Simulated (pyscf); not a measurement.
Elementary routes open to HO–AsH₂ (SMILES O[AsH2]) + AsH₃ (SMILES [AsH3]) in the gas phase (singlet surface):
A. H₂As–O–AsH₂ (SMILES [AsH2]O[AsH2]) + H₂ (SMILES [H][H]) (H–O, As–H broken; As–O, H–H formed)
B. H₂As–AsH₂ (SMILES [AsH2][AsH2]) + H₂O (SMILES O) (As–O, As–H broken; As–As, H–O formed)
C. HO–AsH–AsH₂ (SMILES O[AsH][AsH2]) + H₂ (SMILES [H][H]) (As–H, As–H broken; As–As, H–H formed)

Optimised with ωB97X-D3(BJ)/def2-SVP in PySCF.

Problem. Rank the routes by free-energy barrier at 600 K, lowest first, for ωB97M-D3(BJ)/def2-TZVP energies (ideal gas, 1 atm, RRHO with modes under 100 cm⁻¹ raised to 100, one conformer, R ln 2 for rigid chiral ones).

Solution. B (2.48 eV), A (3.25 eV), C (3.46 eV)

Route B is the fastest of these, ahead of the next by 0.77 eV. The most stable products are those of B (ΔG = -0.52 eV), so kinetics and thermodynamics agree. At 1200 K B is still the fastest. Only these routes are compared; each barrier is that of the saddle found, and lower ones may exist. Elements up to Kr have no core potential and no relativistic terms here.
